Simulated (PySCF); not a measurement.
## Bond curve of HF⁺

Set-up: basis H 6-31G(d,p), F 6-31G(d,p); no relativity; PySCF 2.14. Energies in eV from H⁺ + F in their ground configurations at the same level. State: ²Π (doublet), unpaired electrons π ↑.

All columns are PBE. A positive dipole points towards F; it is taken about the centre of mass and depends on that origin.

```tsv
R (Å)	E (eV)	μ (D)	Mulliken charge on H (basis-dependent)	HOMO (eV)	LUMO (eV)	Mayer bond order	⟨S²⟩
0.870	-3.389	-2.14	0.48	-24.23	-23.27	0.77	0.75
0.910	-3.671	-2.26	0.51	-24.00	-23.04	0.74	0.75
0.950	-3.839	-2.39	0.54	-23.76	-22.81	0.70	0.75
0.981	-3.908	-2.49	0.56	-23.59	-22.63	0.68	0.75
1.011	-3.939	-2.59	0.58	-23.42	-22.46	0.66	0.75
1.041	-3.939	-2.69	0.60	-23.25	-22.30	0.64	0.75
1.082	-3.901	-2.83	0.62	-23.03	-22.07	0.62	0.75
1.132	-3.811	-3.01	0.63	-22.75	-21.80	0.59	0.75
1.193	-3.658	-3.23	0.65	-22.43	-21.48	0.57	0.75
1.274	-3.414	-3.54	0.67	-22.01	-21.06	0.55	0.75
```

A fit through these points gives, at Re = 1.026 Å, μ = -2.64 D and dμ/dR = -3.38 D/Å; the reduced mass is 0.9571 u.

How strong is the fundamental in the double-harmonic approximation, I = 42.26·(dμ/dR)²/μred km/mol?

I = 42.26·(-3.38)²/0.9571 = 504 km/mol at PBE.

For an ion De counts to the pair picked by the measured ionisation energies or electron affinities, which need not be the lowest pair at this level. The state was picked by a PBE0 search and need not be the measured ground state.
